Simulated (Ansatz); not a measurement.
Geometry optimisation, Ansatz, RKS PBE0-D4/6-31G*.

Input:

```yaml
crystal:
  periodic: [false, false, false]
  atoms:
    - { symbol: Si, position_ang: [0.0, 0.0, 0.0] }
    - { symbol: Si, position_ang: [0.0, 0.0, 2.57] }
    - { symbol: H, position_ang: [-1.3148, -0.4067, 3.0574] }
    - { symbol: H, position_ang: [1.0096, -0.9353, 3.0574] }
    - { symbol: H, position_ang: [0.3052, 1.342, 3.0574] }
    - { symbol: H, position_ang: [1.3768, 0.0, -0.4862] }
    - { symbol: H, position_ang: [-0.6877, 1.1914, -0.4862] }
    - { symbol: H, position_ang: [-0.6877, -1.1914, -0.4862] }
    - { symbol: O, position_ang: [-1.879, 0.0, 0.6243] }
    - { symbol: H, position_ang: [-2.4241, -0.6297, 0.053] }
    - { symbol: H, position_ang: [-1.3879, 0.0, 1.7744] }
basis:
  gaussian: { orbitals: "6-31G*" }
hamiltonian:
  xc: pbe0
  dispersion: d4
relax:
  f_tol: 0.15
  max_steps: 25
  restrain:
    - { distance: [0, 8], at: 1.68, k: 30.0 }
    - { distance: [10, 1], at: 1.46, k: 30.0 }
    - { distance: [0, 1], at: 3.42, k: 30.0 }
    - { distance: [10, 8], at: 2.21, k: 30.0 }
```

Run as:

```bash
$ ansatz run input.yaml --threads 1 --pin off --max-ram 2048MiB --backend cpu --events-out ev --progress --plain --runs-dir out
```

Problem. Where does it end, and by what steps?

Solution. The run converged. The restraints hold the end off the free minimum. After 15 steps the energy has fallen by 4.425 eV (the restraints' own energy left out); H6 moved furthest, 1.49 Å.

```
step  energy less start (eV)  largest force component (eV/Å)  accepted
   0                  0.0000                           3.932       yes
   1                  1.0948                           2.962       yes
   2                  1.4785                           2.649       yes
   3                 -0.0238                           2.822       yes
   4                 -1.3382                           1.999       yes
   5                 -2.3592                           1.165       yes
   6                 -3.0987                           0.965       yes
   7                 -3.6035                           1.127       yes
   8                 -3.9573                           1.123       yes
   9                 -4.2037                           1.194       yes
  10                 -4.3467                           0.941       yes
  11                 -4.3924                           0.661       yes
  12                 -4.4051                           0.532       yes
  13                 -4.4173                           0.553       yes
  14                 -4.4217                           0.460        no
  15                 -4.4254                           0.511       yes
```

```xyz
11
Properties=species:S:1:pos:R:3
Si -0.394 0.144 -0.467
Si -0.236 -0.214 2.939
H -0.777 -0.701 4.242
H 0.977 -1.007 2.590
H 0.111 1.228 3.053
H 0.557 0.738 0.522
H -0.178 0.835 -1.769
H -0.066 -1.312 -0.601
O -1.995 0.388 -0.057
H -2.430 -0.345 0.389
H -1.258 -0.383 1.895
```

Time of the run: 53 s on 1 thread of Arm Neoverse V1, with other jobs on the host, peak memory 0.13 GiB.
